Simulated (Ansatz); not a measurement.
Write a Python script for Ansatz 0.2.0 through its Python package that makes a composite energy at a relaxed geometry of H₃NOSi, SMILES N[Si]O. Settings (for the species named): PBE0, def2-SVP basis, multiplicity 1.

Input file `h3nosi.xyz`:
```text
6

N    -0.82130   -0.00760   -0.26250
Si    0.63740   -0.61580   -0.67930
O     1.48890   -0.19640    0.64190
H    -1.47740   -0.12640   -1.01390
H    -0.79990    1.04360   -0.21500
H     1.01450   -0.16120    1.48260
```

`h3nosi_composite.py`
```python
import itertools
import warnings

import ansatz as az
from ase.data import atomic_numbers, covalent_radii
import numpy as np

BASIS = "def2-SVP"
FUNCTIONAL = "pbe0"


def main() -> None:
    warnings.simplefilter("ignore", az.DeckWarning)

    mol = az.Crystal.molecule_from_extxyz("h3nosi.xyz")

    base = (
        mol.calculation()
        .basis(gaussian=BASIS)
        .functional(FUNCTIONAL)
    )
    symbols = [site.symbol for site in mol.cartesian_sites]
    start = np.array([site.position_ang for site in mol.cartesian_sites], dtype=float)
    report = base.relax(force_tolerance=0.01).run(threads=1, pin="off").report
    end = np.array(report["positions_ang"])
    radius = [covalent_radii[atomic_numbers[s]] for s in symbols]
    span = lambda where, i, j: np.linalg.norm(where[i] - where[j])
    bonded = [(i, j) for i, j in itertools.combinations(range(len(symbols)), 2) if min(span(start, i, j), span(end, i, j)) < 1.2 * (radius[i] + radius[j])]
    print("pair        before    after (A)")
    for i, j in bonded:
        print(f"{symbols[i]}{i}-{symbols[j]}{j}".ljust(10), f"{span(start, i, j):8.4f} {span(end, i, j):8.4f}")

    minimum = az.Crystal.molecule()
    for symbol, place in zip(symbols, end):
        minimum = minimum.atom(symbol, place.tolist())
    at_minimum = minimum.calculation()
    level = lambda method, basis: at_minimum.basis(gaussian=basis).correlation(method).run(threads=1, pin="off").report
    small, large, cluster = level("mp2", "cc-pVDZ"), level("mp2", "cc-pVTZ"), level("ccsd_t", "cc-pVDZ")
    corr = lambda each: (each["free_energy_ev"] - each["reference_energy_ev"]) / 27.211386246
    mp2_limit = (27 * corr(large) - 8 * corr(small)) / 19
    pieces = {"HF / cc-pVTZ": large["reference_energy_ev"] / 27.211386246, "MP2 correlation, DZ-TZ limit": mp2_limit, "CCSD(T) - MP2 / cc-pVDZ": corr(cluster) - corr(small)}
    for name, value in pieces.items():
        print(f"{name:32s} {value:14.6f} Ha")
    print(f"{'sum':32s} {sum(pieces.values()):14.6f} Ha")
    print("T1 diagnostic", round(cluster["correlation"]["coupled_cluster"]["t1_diagnostic"], 4))


if __name__ == "__main__":
    main()
```

Output of `python h3nosi_composite.py`:
```text
pair        before    after (A)
N0-Si1       1.6345   1.7286
N0-H3        1.0046   1.0153
N0-H4        1.0525   1.0174
Si1-O2       1.6268   1.6745
O2-H5        0.9660   0.9640
HF / cc-pVTZ                        -420.107881 Ha
MP2 correlation, DZ-TZ limit          -0.610970 Ha
CCSD(T) - MP2 / cc-pVDZ               -0.038187 Ha
sum                                 -420.757038 Ha
T1 diagnostic 0.0152
```

Notes:
- These settings explore the input space; basis and method may be short of convergence.
- The sum leaves out core correlation, relativity, the Hartree-Fock basis error and zero-point energy; a DZ-TZ extrapolation is rough.
- Inner cores stay frozen, so this is valence correlation.
- For Al to Cl the sets with a tight d function, cc-pV(X+d)Z, are usual.
- Wall time of the script: 21 s on 1 thread of Arm Neoverse V1, on a shared host, peak memory 0.27 GiB.
